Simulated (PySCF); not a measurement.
From results back to the method.

Cyanoethynyl anion, C₃N (charge -1).
SMILES with atom numbers: `[C-:1]#[C:2][C:3]#[N:4]`

The closed-shell ground state was solved 4 times with PySCF (density fitting, gas phase), always with B3LYP, in these basis sets: 6-31G*, aug-cc-pVTZ-J, def2-TZVP and pcJ-0. Geometry: PBE0-D3(BJ)/def2-SVP; no solvent, vibrations or thermal averaging. The geometry's basis has no diffuse functions, a weakness for an anion. No diffuse functions stand in 6-31G*, def2-TZVP and pcJ-0, which bears on an anion's orbital energies.

```json
{"row": "P", "total energy (Eh)": "-168.9840", "HOMO (eV)": "-1.10", "LUMO (eV)": "5.28"}
{"row": "Q", "total energy (Eh)": "-169.0764", "HOMO (eV)": "-1.96", "LUMO (eV)": "4.33"}
{"row": "R", "total energy (Eh)": "-169.0797", "HOMO (eV)": "-2.11", "LUMO (eV)": "3.73"}
{"row": "S", "total energy (Eh)": "-168.6669", "HOMO (eV)": "-0.84", "LUMO (eV)": "5.21"}
```

**Question.** Which basis belongs to which row?

**Answer.** P = 6-31G*, Q = def2-TZVP, R = aug-cc-pVTZ-J, S = pcJ-0. From the lowest total energy up: aug-cc-pVTZ-J (184 functions) 0 eV; def2-TZVP (124 functions) +0.09 eV; 6-31G* (56 functions) +2.60 eV; pcJ-0 (52 functions) +11.23 eV.
